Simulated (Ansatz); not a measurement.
# GeH2, singlet: reading a ladder of total energies

Geometry: that of the GeH2, triplet, kept fixed.

```xyz
3

Ge    0.0000   -0.0208    0.0000
H     0.0000    0.7490   -1.3344
H     0.0000    0.7490    1.3344
```

Basis cc-pVDZ; Ansatz 0.2.0. Correlated methods freeze the noble-gas cores and the filled d shells of p-block atoms, which leaves 6 electrons in 23 orbitals. R marks a restricted (for open shells ROHF) determinant. No spin–orbit coupling is included, and no scalar relativity.

Full CI is exact within this basis and frozen core; it isn't the basis-set limit.

Runs differ by some tens of microhartree through their thresholds, so steps under 0.03 kcal/mol mean nothing.

| level | total energy (hartree) |
| --- | --- |
| RHF | -2076.424724 |
| RMP2 | -2076.507750 |
| RCCSD | -2076.534311 |
| RCCSD(T) | -2076.536371 |
| RCCSDT | -2076.536935 |
| RCCSDT(Q) | -2076.537025 |
| RCCSDTQ | -2076.537046 |
| full CI | -2076.537047 |

Task: What is the correlation energy at full CI, and what share of it do RMP2 and RCCSDT recover?

Result: E(corr) = -2076.537047 − (-2076.424724) = -0.112323 hartree = -3.056 eV. RMP2: -0.083026 / -0.112323 = 73.92 %. RCCSDT: -0.112211 / -0.112323 = 99.90 %.

Task: By how many kcal/mol does RCCSD(T) miss full CI (1 hartree = 627.509 kcal/mol), and which steps make up the rest?

Result: -2076.536371 − (-2076.537047) = 0.000676 hartree = 0.42 kcal/mol. Steps: RCCSDT − RCCSD(T) = -0.35, RCCSDT(Q) − RCCSDT = -0.06, RCCSDTQ − RCCSDT(Q) = -0.01, full CI − RCCSDTQ = 0.00 kcal/mol. That is within 1 kcal/mol of the reference in this basis, which itself misses far more of the correlation at the basis-set limit.
